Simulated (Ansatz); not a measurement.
These are frozen-core CCSD(T)/def2-TZVPP // B3LYP-D3(BJ)/def2-TZVP (Ansatz, a first-principles code) values and carry that method's errors. The restricted HF reference is unstable towards unrestricted orbitals.

Ansatz 0.2 input:
```yaml
crystal:
  periodic: [false, false, false]
  atoms:
    - { symbol: C, position_ang: [-1.026144, -0.230674, 0.275555] }
    - { symbol: C, position_ang: [0.10341, 0.433119, 0.040578] }
    - { symbol: C, position_ang: [1.392367, -0.10251, 0.330554] }
    - { symbol: N, position_ang: [2.444043, -0.515827, 0.556938] }
    - { symbol: H, position_ang: [-1.984335, 0.211734, 0.040875] }
    - { symbol: H, position_ang: [-1.022185, -1.223585, 0.704337] }
    - { symbol: H, position_ang: [0.09285, 1.427746, -0.389146] }
basis:
  gaussian: { orbitals: def2-TZVPP }
correlation:
  method: ccsd_t
```

Output:

```
Functional definition: HF
1004 factors; integrals over basis functions are off by at most 8.7e-4 eV
mean field evaluation 1: about -4618.5386 eV, gradient 3.3e1 eV
mean field evaluation 2: about -4618.5482 eV, gradient 3.3e1 eV
mean field evaluation 4: about -4621.2815 eV, gradient 5.4e0 eV
mean field evaluation 8: about -4621.3704 eV, gradient 2.9e-4 eV
mean field evaluation 16: about -4621.3600 eV, gradient 2.7e-1 eV
mean field -4621.37035309 eV, -169.8322279989 hartree, gradient 1.8e-6 eV, S^2 0.000000; 0 other end points of the search recorded, 0 dependent functions left out; unrestricted orbitals would lower it
4 core orbitals not correlated
reference -4621.37035309 eV, -169.8322279989 hartree; 10, 10 occupied and 152, 152 virtual orbitals, 1004 factors
second order -17.77481471 eV of doubles, -0.00000000 eV of singles
cycle   1  -17.56889419 eV  change    2.1e-1 eV  update   1.1e-1
cycle   2  -18.11240837 eV  change   -5.4e-1 eV  update   3.5e-2
cycle   3  -18.23840485 eV  change   -1.3e-1 eV  update   1.6e-2
cycle   4  -18.23618354 eV  change    2.2e-3 eV  update   4.8e-3
cycle   5  -18.23877719 eV  change   -2.6e-3 eV  update   2.1e-3
cycle   6  -18.23959082 eV  change   -8.1e-4 eV  update   5.2e-4
cycle   7  -18.23951065 eV  change    8.0e-5 eV  update   2.6e-4
cycle   8  -18.23947854 eV  change    3.2e-5 eV  update   9.3e-5
cycle   9  -18.23947954 eV  change   -1.0e-6 eV  update   4.0e-5
cycle  10  -18.23945732 eV  change    2.2e-5 eV  update   1.2e-5
perturbative correction -0.93233984 eV, -0.0342628571 hartree
Total energy: -4640.54215025 eV, -170.5367785493 hartree
```

Cost: very roughly 40 core-seconds.
